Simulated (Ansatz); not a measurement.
A made-up structure of AlHSO, closed shell:

```csv
atom,x (Å),y (Å),z (Å)
O1,0.9520,-0.7967,0.4383
Al2,-0.0898,0.3889,-0.2239
S3,-0.7401,-1.3295,0.7935
H4,1.8976,-0.7456,0.6483
```

It is relaxed with PBE-D4/def2-SVP and then PBE0-D4/def2-TZVP (Ansatz 0.2.0). Atoms count as bonded within 1.22 times the sum of their covalent radii (H–H: 0.88 Å). The end point is not checked to be a true minimum.

Task: Does its bonding change? (Judge from chemistry; the calculation decides.)

Result: By the calculation: No: no bond forms or breaks.

Where it ends: The first stage lowers the energy by 1.34 eV in 8 steps. It ends as AlHSO ([OH]1[Al][S]1):
```
4
angstrom
O 1.0564 -0.9469 0.1641
Al -0.2077 0.6070 -0.2850
S -0.5142 -1.3285 0.8929
H 1.6852 -0.8145 0.8842
```

Labels in which every atom is bracketed show which atoms are joined, not bond orders.

For scale, one of the runs: PBE0-D4/def2-TZVP relaxation, 111 basis functions, launched by `ansatz run in.yaml --threads 2 --pin off --events-out ev --progress --plain --max-ram 4352MiB`. Hardware: 2 CPU threads of an Arm Neoverse V1, shared host. Wall time about 13 s.
